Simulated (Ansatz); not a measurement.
Two shapes of doublet COS(+).

Shape 1:

```xyz
3

O     0.0001    0.0140   -1.3459
C     0.0197    0.0096   -0.2125
S    -0.0133    0.0107    1.5127
```

Shape 2:

```xyz
3

O     0.0000   -0.0003   -1.4018
C     0.0000   -0.0001   -0.1810
S     0.0000    0.0004    1.5829
```

Basis set: def2-SVP (spherical functions). Correlated methods keep 7 orbitals frozen. Correlation on ROHF uses semicanonical orbitals with singles. Charge 1, multiplicity 2.

Computed with Ansatz (development build ahead of 0.2.0); each method stands on the lowest determinant of its kind that the runs found.

Q: Which shape is lower in energy, and by how much in each method?

A:

```tsv
method	E(2) − E(1) (eV)
UHF	0.843
ROHF-MP2	0.399
UHF-MP2	1.029
ROHF-CCSD(T)	0.448
UHF-CCSD(T)	0.476
```

Shape 1 is lower. Caution for UHF, UHF-MP2, UHF-CCSD(T): the unrestricted determinant is spin contaminated.
